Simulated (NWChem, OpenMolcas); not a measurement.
NWChem → OpenMolcas

This NWChem 7.3.0 job computes C2H3F3 (1,1,1-trifluoroethane):

mymol.xyz:
```
8
C2H3F3 gradient
C     -0.615400    -0.141500     0.471500
C      0.557600     0.109900    -0.423700
F      1.692800    -0.382000     0.093900
F      0.395200    -0.458200    -1.627700
F      0.754200     1.420300    -0.629900
H     -0.441600     0.335800     1.434900
H     -0.738000    -1.214600     0.611200
H     -1.512600     0.273100     0.014000
```

run.py:
```python
from ase.io import read
from ase.calculators.nwchem import NWChem

mol = read('mymol.xyz')

calc = NWChem(
    label='mymol',
    theory='dft',
    memory='2200 mb',
    basis='cc-pVDZ',
    basispar='spherical bse',
    dft={'xc': 'm06-2x', 'mult': '1', 'grid': 'xfine', 'convergence': 'energy 1e-08', 'iterations': '100', 'mulliken': None},
)
mol.calc = calc

forces = mol.get_forces()
print(f"energy = {mol.get_potential_energy():.6f} eV")
print("forces (eV/A):")
for s, f in zip(mol.symbols, forces):
    print(f"{s:2s} {f[0]:10.5f} {f[1]:10.5f} {f[2]:10.5f}")
print("dipole (e A):", mol.get_dipole_moment().round(4))
```

```bash
$ export ASE_NWCHEM_COMMAND="nwchem PREFIX.nwi > PREFIX.nwo"
$ python run.py
```

Geometry: relaxed at PBE0-D4/def2-TZVP.

It gives a total energy of -377.453796 Eh.

Q: Translate the job to OpenMolcas 26.06 as an input file of the program's own.

A: For example:

coord.xyz:
```
8

C     -0.615400    -0.141500     0.471500
C      0.557600     0.109900    -0.423700
F      1.692800    -0.382000     0.093900
F      0.395200    -0.458200    -1.627700
F      0.754200     1.420300    -0.629900
H     -0.441600     0.335800     1.434900
H     -0.738000    -1.214600     0.611200
H     -1.512600     0.273100     0.014000
```

calc.inp:
```
>>> EXPORT MOLCAS_PRINT=2
&gateway
baslib=$CurrDir
coord=coord.xyz
basis=cc-pVDZ
group=NoSym
&seward
gridinput
Grid=UltraFine
End of Grid
&scf
ksdft=M062X
thresholds=1e-10 1e-07 1e-07 1e-05
prorbitals=0
&alaska
```

```bash
$ export MOLCAS_MEM=1860
$ pymolcas calc.inp > calc.log
```

(Basis files named in the input come from the Basis Set Exchange and aren't shown.)

Its energy is -377.453798 Eh, 0.002 mEh from the first.
